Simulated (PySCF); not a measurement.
# Basis set benchmark on one molecule

Molecule: 2,2,2-Trifluoroethylamine, C$_{2}$H$_{4}$F$_{3}$N.

Numbering as in the mapped SMILES `[NH2:1][CH2:2][C:3]([F:4])([F:5])[F:6]`. Each H is labelled by its parent atom.

Geometry PBE0-D3(BJ)/def2-SVP throughout; GIAO in PySCF 2.14.0 with density-fitted response routines, gas phase, one conformer, non-relativistic; equivalent atoms averaged; functional PBE0.

Reference values (measured; G. Saielli, R. Bini, A. Bagno, Computational 19F NMR. 2. Organic compounds, RSC Adv. 2014, ESI (exp. from Berger-Braun-Kalinowski 1994 and Everett 1995)): δ(F4/F5/F6) = -76.2 ppm vs CFCl3. Computed shifts are taken against CFCl3, calculated as an isolated molecule at each level.

Task: How do the basis sets STO-3G, 6-31G, pcSseg-0, 6-31G*, def2-SVP, cc-pVDZ, pcSseg-1, aug-cc-pVDZ, 6-311+G(2d,p), def2-TZVP, cc-pVTZ, IGLO-III, pcSseg-2 perform against the reference? Times are CPU seconds on shared hosts with different chips, so compare them loosely.

Result: 
| basis set | functions | F4/F5/F6 | abs. error F | core-s |
| --- | --- | --- | --- | --- |
| STO-3G | 34 | -96.3 | 20.1 | 1.1 |
| 6-31G | 62 | -98.7 | 22.5 | 2.3 |
| pcSseg-0 | 62 | -94.3 | 18.1 | 3.7 |
| 6-31G* | 92 | -88.5 | 12.3 | 3.1 |
| def2-SVP | 104 | -74.0 | 2.2 | 3.3 |
| cc-pVDZ | 104 | -85.4 | 9.2 | 6.7 |
| pcSseg-1 | 122 | -89.1 | 12.9 | 8.4 |
| aug-cc-pVDZ | 174 | -83.1 | 6.9 | 13 |
| 6-311+G(2d,p) | 186 | -89.1 | 12.9 | 7.5 |
| def2-TZVP | 210 | -85.3 | 9.1 | 9.1 |
| cc-pVTZ | 236 | -85.1 | 8.9 | 20 |
| IGLO-III | 250 | -87.3 | 11.1 | 21 |
| pcSseg-2 | 272 | -87.6 | 11.4 | 25 |

For 19F the closest is def2-SVP (2.2 ppm) and the furthest 6-31G (22.5 ppm). Where a smaller basis beats a larger one, errors probably cancel; the largest sets show where the functional converges. One molecule is a small sample, and vibrational and solvent effects are absent from the calculation.

A small basis that lands close on one nucleus may do so by chance; judge by the trend and by all nuclei.
